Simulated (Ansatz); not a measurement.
Results of r²SCAN+rVV10 (Ansatz, a quantum-chemistry and plane-wave program, PAW) for α-phase Ga.

Run with plane-wave cutoff 560 eV, 14×14×12 k mesh (along the axes of the cell as run), Fermi–Dirac smearing 0.05 eV, scalar-relativistic PAW data made under PBE.

Shape and atoms are relaxed at each volume.

Pressure at four volumes; x = ln(V/18.929 Å³). One pressure is withheld.

```tsv
V (Å³/atom)	x	P (GPa)
18.172	-0.0408	?
18.551	-0.0202	1.42
18.929	0.0000	0.00
19.686	0.0392	-2.38
```

Q: Pass a parabola P(x) through the three rows shown, estimate the bulk modulus and its pressure derivative near zero pressure, and predict the withheld pressure.

A: Slopes between the rows: (0.00 − (1.42))/(0.0000 − (-0.0202)) = -70.30 and (-2.38 − (0.00))/(0.0392 − (0.0000)) = -60.71 GPa. Their difference over the span 0.0594 is c = 9.59/0.0594 = 161.4 GPa, so P(x) = 1.42 + (-70.30)(x − (-0.0202)) + 161.4 (x − (-0.0202))(x − (0.0000)). At the middle row B = −dP/dx = −[-70.30 + 161.4 × 0.0202] = 67.0 GPa, and B′ = dB/dP = 2c/B = 4.8. At x = -0.0408 the parabola gives 3.00 GPa; the run gives 3.01 GPa. The Birch–Murnaghan fit to the energies at all volumes has B0 = 66.8 GPa and B′ = 4.9.

Note: the bulk modulus comes from volumes at which shape and atoms were relaxed.
